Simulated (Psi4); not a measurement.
# One shape, several levels: N2H3 (hydrazinyl radical)

We compute a comparison of 6 runs (UHF/3-21G, UHF/def2-TZVP, UB3LYP/6-31G*, U-wB97M-V/def2-TZVP, UB2PLYP/def2-TZVP, UCCSD/def2-TZVP) of N2H3 (hydrazinyl radical). 

The calculation is run with Psi4 1.11.

**1. The molecule**

The species is N2H3 (5 atoms), meant as a doublet with charge 0. SMILES: `[NH]N`. The N1–N2 distance was set to 1.739 Å, away from the relaxed value.

Bond lengths: N1–H3 1.021 Å, N2–H4 1.008 Å, N2–H5 1.012 Å. Angles: H4–N2–H5 114.6°. A long bond or contact: N1–N2 1.739 Å.

**2. Energy and gradient at UHF/3-21G (run 1)**

job.py reads:

```python
import psi4

psi4.set_memory('2200 MB')
psi4.set_num_threads(1)
psi4.core.set_output_file('run.log', False)

geom = psi4.geometry("""
0 2
N     -0.38793054    -2.14328769     1.32434086
N     -0.24313216     0.44523837    -0.69626959
H      1.40247158    -2.39537715     1.99940772
H     -1.94821315     1.11928478    -1.20948141
H      1.10994954     1.77932832    -0.48533836
units au
symmetry c1
no_reorient
no_com
""")

psi4.set_options({
    'basis': '3-21G',
    'reference': 'uhf',
    'puream': True,
    'e_convergence': 1e-09,
    'd_convergence': 1e-08,
    'scf_type': 'pk',
    'maxiter': 100,
})

result, w = psi4.gradient("scf", return_wfn=True)
psi4.oeprop(w, "MULLIKEN_CHARGES", "MAYER_INDICES", "LOWDIN_CHARGES", title="SCF")
print('gradient / Eh bohr^-1')
print(result.np.round(6))
print(f'energy = {w.energy():.10f} Eh')
```

Command:

```
python job.py
```

run.log:

```text
[...]
  Running in c1 symmetry.
[...]
  Nuclear repulsion =   31.325002178916769
[...]
  Multiplicity = 2
[...]
  Nalpha       = 9
  Nbeta        = 8
[...]
    Number of basis functions: 24
[...]
   @UHF iter   1:  -109.83378033705790   -1.15994e+00   1.02542e-02 DIIS/ADIIS
[...]
   @UHF iter  23:  -109.90255051983169   -1.47793e-12   9.77476e-09 DIIS
[...]
   @S^2 Observed:                9.002279420E-01
[...]
  @UHF Final Energy:  -109.90255051983169
   => Energetics <=
    Nuclear Repulsion Energy =             31.3250021789167690
    One-Electron Energy =                -211.4831232439266273
    Two-Electron Energy =                  70.2555705451781591
    Total Energy =                       -109.9025505198316921
  UHF NO Occupations:
  HONO-2 :    7  A 1.9975647
  HONO-1 :    8  A 1.9252949
[...]
  -Total Gradient:
     Atom            X                  Y                   Z
    ------   -----------------  -----------------  -----------------
       1        0.020872683756    -0.064035511620     0.044297312660
       2       -0.012706375513     0.053612982873    -0.020807486344
       3       -0.011983988080    -0.011158088968     0.006548738309
       4        0.001226283926     0.011711178241    -0.015064613503
       5        0.002591395911     0.009869439474    -0.014973951121
[...]
```

The script printed:

```text
gradient / Eh bohr^-1
[[ 0.020873 -0.064036  0.044297]
 [-0.012706  0.053613 -0.020807]
 [-0.011984 -0.011158  0.006549]
 [ 0.001226  0.011711 -0.015065]
 [ 0.002591  0.009869 -0.014974]]
energy = -109.9025505198 Eh
```

Run time: 4.2 s. Hardware: 1 thread of Intel Xeon at 2.50GHz (Skylake/Cascade Lake), shared host; peak memory 0.18 GiB.

**3. The energy at UHF/def2-TZVP (run 2)**

job.py reads:

```python
import psi4

psi4.set_memory(2200000000)
psi4.set_num_threads(1)
psi4.set_output_file('h3n2.out', False)

geom = psi4.geometry("""
0 2
N     -0.38793054    -2.14328769     1.32434086
N     -0.24313216     0.44523837    -0.69626959
H      1.40247158    -2.39537715     1.99940772
H     -1.94821315     1.11928478    -1.20948141
H      1.10994954     1.77932832    -0.48533836
units au
symmetry c1
no_reorient
no_com
""")

psi4.set_options({
    'reference': 'uhf',
    'puream': True,
    'e_convergence': 1e-09,
    'd_convergence': 1e-08,
    'scf_type': 'pk',
    'maxiter': 100,
})

E, wfn = psi4.energy('scf/def2-TZVP', return_wfn=True)
psi4.oeprop(wfn, 'LOWDIN_CHARGES', 'DIPOLE', 'MULLIKEN_CHARGES', title='SCF')
print('E =', round(E, 9))
```

Command:

```
python job.py
```

h3n2.out:

```text
[...]
  Running in c1 symmetry.
[...]
  Nuclear repulsion =   31.325002178916769
[...]
  Multiplicity = 2
[...]
  Nalpha       = 9
  Nbeta        = 8
[...]
    Number of basis functions: 80
[...]
   @UHF iter   1:  -110.47647041140813   -1.15769e+00   3.82226e-03 ADIIS/DIIS
[...]
   @UHF iter  25:  -110.55653007560709   -3.89377e-12   6.13042e-09 DIIS
[...]
   @S^2 Observed:                9.193372049E-01
[...]
  @UHF Final Energy:  -110.55653007560709
   => Energetics <=
    Nuclear Repulsion Energy =             31.3250021789167690
    One-Electron Energy =                -212.1726715608447194
    Two-Electron Energy =                  70.2911393063208578
    Total Energy =                       -110.5565300756070855
  UHF NO Occupations:
  HONO-2 :    7  A 1.9968789
  HONO-1 :    8  A 1.9174661
[...]
 Multipole Moments:
 ------------------------------------------------------------------------------------
     Multipole            Electronic (a.u.)      Nuclear  (a.u.)        Total (a.u.)
 ------------------------------------------------------------------------------------
 L = 1.  Multiply by 2.5417464519 to convert [e a0] to [Debye]
 Dipole X            :          4.3308253           -3.8532309            0.4775943
 Dipole Y            :         11.9227572          -11.3831093            0.5396479
 Dipole Z            :         -4.4841068            4.7010868            0.2169800
 Magnitude           :                                                    0.7525932
[...]
```

On the terminal:

```text
E = -110.556530076
```

Wall time 7.2 s (1 thread of Intel Xeon at 2.50GHz (Skylake/Cascade Lake), shared host); peak memory 0.27 GiB.

Runs 3 to 5 aren't shown in full; the table further down has their settings and results.

**4. A single-point energy at UCCSD/def2-TZVP (run 6)**

input.json reads:

```json
{
  "schema_name": "qcschema_input",
  "schema_version": 1,
  "molecule": {
    "schema_name": "qcschema_molecule",
    "schema_version": 2,
    "symbols": ["N", "N", "H", "H", "H"],
    "geometry": [-0.38793054, -2.14328769, 1.32434086, -0.24313216, 0.44523837, -0.69626959, 1.40247158, -2.39537715, 1.99940772, -1.94821315, 1.11928478, -1.20948141, 1.10994954, 1.77932832, -0.48533836],
    "molecular_charge": 0,
    "molecular_multiplicity": 2,
    "fix_symmetry": "c1",
    "fix_com": true,
    "fix_orientation": true
  },
  "driver": "energy",
  "model": {
    "method": "ccsd",
    "basis": "def2-TZVP"
  },
  "keywords": {
    "reference": "uhf",
    "puream": true,
    "e_convergence": 1e-09,
    "d_convergence": 1e-08,
    "scf_type": "pk",
    "num_frozen_docc": 2,
    "maxiter": 100
  }
}
```

Command:

```
psi4 --qcschema input.json -n 1 --memory 2200MB
```

stdout:

```text
[...]
  Running in c1 symmetry.
[...]
  Nuclear repulsion =   31.325002178916769
[...]
  Multiplicity = 2
[...]
  Nalpha       = 9
  Nbeta        = 8
[...]
    Number of basis functions: 80
[...]
   @UHF iter   1:  -110.47647041140813   -1.15769e+00   3.82226e-03 DIIS/ADIIS
[...]
   @UHF iter  25:  -110.55653007560709   -3.89377e-12   6.13042e-09 DIIS
[...]
   @S^2 Observed:                9.193372049E-01
[...]
  @UHF Final Energy:  -110.55653007560709
   => Energetics <=
    Nuclear Repulsion Energy =             31.3250021789167690
    One-Electron Energy =                -212.1726715608447194
    Two-Electron Energy =                  70.2911393063208578
    Total Energy =                       -110.5565300756070855
  UHF NO Occupations:
  HONO-2 :    7  A 1.9968789
  HONO-1 :    8  A 1.9174661
[...]
 Multipole Moments:
 ------------------------------------------------------------------------------------
     Multipole            Electronic (a.u.)      Nuclear  (a.u.)        Total (a.u.)
 ------------------------------------------------------------------------------------
 L = 1.  Multiply by 2.5417464519 to convert [e a0] to [Debye]
 Dipole X            :          4.3308253           -3.8532309            0.4775943
 Dipole Y            :         11.9227572          -11.3831093            0.5396479
 Dipole Z            :         -4.4841068            4.7010868            0.2169800
 Magnitude           :                                                    0.7525932
[...]
      * MP2 total energy                      = -110.934819403857304
[...]
      * CCSD total energy                     = -110.972700548829451
[...]
```

The result, in JSON:

```text
{
 "driver": "energy",
 "model": {
  "method": "ccsd",
  "basis": "def2-TZVP"
 },
 "success": true,
 "return_result": -110.97270054882945,
 "properties": {
  "calcinfo_nbasis": 80,
  "calcinfo_nmo": 80,
  "calcinfo_nalpha": 9,
  "calcinfo_nbeta": 8,
  "calcinfo_natom": 5,
  "nuclear_repulsion_energy": 31.32500217891677,
  "return_energy": -110.97270054882945,
  "scf_one_electron_energy": -212.17267156084472,
  "scf_two_electron_energy": 70.29113930632086,
  "scf_dipole_moment": [0.4775943295575438, 0.5396479230330318, 0.21698001178334092],
  "scf_total_energy": -110.55653007560709,
  "scf_iterations": 25,
  "mp2_same_spin_correlation_energy": -0.0900381300362418,
  "mp2_opposite_spin_correlation_energy": -0.28825119821316686,
  "mp2_singles_energy": -6.404347975293068e-28,
  "mp2_doubles_energy": -0.37828932824940864,
  "mp2_correlation_energy": -0.37828932824940864,
  "mp2_total_energy": -110.9348194038573,
  "ccsd_same_spin_correlation_energy": -0.08201597139483874,
  "ccsd_opposite_spin_correlation_energy": -0.3341545018267212,
  "ccsd_singles_energy": -2.746970094131599e-16,
  "ccsd_doubles_energy": -0.4161704732215599,
  "ccsd_correlation_energy": -0.4161704732215602,
  "ccsd_total_energy": -110.97270054882945,
  "ccsd_iterations": 24
 }
}
```

Wall time 70 s (1 thread of Intel Xeon at 2.50GHz (Skylake/Cascade Lake), shared host); peak memory 0.63 GiB.

**5. Overview of the runs**

| run | level | task | integration grid | energy (Eh) | dipole moment (D) | HOMO energy (eV) | LUMO energy (eV) | wall time |
| --- | --- | --- | --- | --- | --- | --- | --- | --- |
| 1 | UHF/3-21G | gradient | – | -109.902551 | 2.20 | -10.04 | 5.08 | 4.2 s |
| 2 | UHF/def2-TZVP | energy | – | -110.556530 | 1.91 | -10.65 | 3.37 | 7.2 s |
| 3 | UB3LYP/6-31G* (spherical functions) | gradient | 99 radial × 590 angular | -111.159028 | 2.15 | -6.32 | -2.09 | 27 s |
| 4 | U-wB97M-V/def2-TZVP | energy | 99 radial × 590 angular | -111.161939 | 2.03 | -9.34 | -0.07 | 4.1 min |
| 5 | UB2PLYP/def2-TZVP (density fitting for correlation) | energy | 99 radial × 590 angular | -111.122097 | – | -8.51 | -0.22 | 38 s |
| 6 | UCCSD/def2-TZVP | energy | – | -110.972701 | – | -10.65 | 3.37 | 70 s |

**6. Summary of results**

| quantity | value |
| --- | --- |
| run 6: total energy | -110.97270 Eh |
| run 6: HOMO energy (Hartree–Fock orbitals) (highest over α and β) | -10.65 eV |
| run 6: LUMO energy (Hartree–Fock orbitals) (lowest over α and β) | 3.37 eV |
| run 6: correlation energy (2 core orbitals frozen) | -416.2 mEh |
| run 6: ⟨S²⟩ of the reference determinant | 0.919 |
| run 6: T1 diagnostic | 0.073 |

What this shows: Over runs 1, 2, 3, 4 the dipole moment (its size) runs from 1.91 D (UHF/def2-TZVP) to 2.20 D (UHF/3-21G). Totals of different functionals can't be ranked against each other. Spin contamination of the reference: run 2 ⟨S²⟩ = 0.92, run 6 ⟨S²⟩ = 0.92, run 1 ⟨S²⟩ = 0.90. All runs together took 6.6 min, the longest 4.1 min.
